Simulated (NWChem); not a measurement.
Species: CH$_{3}$O cation; SMILES C=[OH+]

```xyz
5

C     -0.0038     0.6277     0.0000
O     -0.0948    -0.6224     0.0000
H     -0.9668     1.1813     0.0000
H      0.9784     1.1511     0.0000
H      0.7696    -1.1197     0.0000
```
Atoms are numbered in this order, from 1.

Results from NWChem. Geometry: optimised at PBE-D3(BJ)/def2-SVP.

### Question
Estimate the computed values for B3PW91/def2-SVP. Quantities: highest occupied level (eV); orbital gap (eV).

### Answer
```
Property                      Value
---------------------------  ------
highest occupied level (eV)  -18.22
orbital gap (eV)               7.84
```
